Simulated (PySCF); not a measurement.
System: C₂H₅O₂, charge 1, multiplicity 1. It need not be the lowest isomer of its formula. 
Coordinates optimised at B3LYP-D3(BJ)/def2-TZVP (Ansatz):
```
O
H 1 0.9752
C 1 1.5018 2 115.83
H 3 1.0840 1 105.15 2 -175.53
H 3 1.0847 4 111.91 1 -113.94
H 3 1.0852 4 112.36 5 -129.12
C 1 1.5365 2 117.04 3 154.42
O 7 1.1521 1 117.88 2 -163.27
H 7 1.0913 8 135.36 1 177.73
```
Charge +1, spin multiplicity 1.

Dispersion corrections to the total energy (kcal/mol) from the dftd3 and dftd4 libraries through PySCF: D3(BJ) without and D4 with the three-body term, each with the damping fitted for the functional named.

```
functional      D3(BJ)          D4
----------  ----------  ----------
TPSS        (withheld)       -3.01
TPSSh            -3.30       -2.73
PBE0             -2.47       -1.83
CAM-B3LYP        -2.08  (withheld)
BLYP             -6.13  (withheld)
HSE06            -1.73       -1.67
PBE              -2.99       -2.21
```

### Question
Fill in the missing entries.

### Answer

- TPSS, D3(BJ): -3.66
- CAM-B3LYP, D4: -1.80
- BLYP, D4: -5.08
